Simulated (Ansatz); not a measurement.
The first iterations of a band of H2 + H5NSi (9 atoms, charge 0, multiplicity 1).

Method: Ansatz, RKS PBE0/def2-SVP.

* movable images: 5
* climbing image: yes
* spring: 5.0 eV/Å²
* optimiser: quadratic models (default)
* start path: through a guess of the saddle point
* force threshold: 0.2 eV/Å
* iteration limit: 60
* end points: relaxed

First end point:

```xyz
9
Properties=species:S:1:pos:R:3
Si -0.298 0.547 0.007
N 0.047 -0.043 1.604
H -0.714 -0.401 2.171
H 0.706 0.464 2.185
H 1.003 0.783 -0.686
H -1.082 1.826 -0.070
H -1.090 -0.499 -0.706
H 1.726 -2.917 1.900
H 1.352 -2.263 1.774
```

Last end point:

```xyz
9
Properties=species:S:1:pos:R:3
Si 0.384 0.037 -0.453
N -0.036 -0.619 2.388
H -0.998 -0.886 2.593
H 0.181 0.161 3.007
H 0.595 0.374 -1.905
H 0.447 1.327 0.291
H -0.958 -0.607 -0.362
H 1.487 -0.892 -0.073
H 0.547 -1.397 2.694
```

| iteration | highest image above the first end (eV) | largest band force component (eV/Å) |
| --- | --- | --- |
| 1 | 3.499 | 5.689 |
| 2 | 2.003 | 2.248 |
| 3 | 1.670 | 4.086 |
| 4 | 1.534 | 0.859 |

Problem. Does the band converge within its limit, and where does its top end?

Solution. It converged. It ended after 14 iterations with the highest image 1.837 eV above the first end. The threshold of 0.2 eV/Å is loose, so the images may lie well off the minimum-energy path. Neighbouring images differ by up to 1.6 eV, so the band resolves the path poorly. The order of the point at the top wasn't checked. The orbitals stay closed-shell, which can raise the energy where a bond breaks towards radicals; this wasn't checked here.

The run took 88 s on 1 thread of AMD EPYC 7R43 64-Core Processor (Zen 3), with other jobs on the host, peak memory 0.13 GiB.
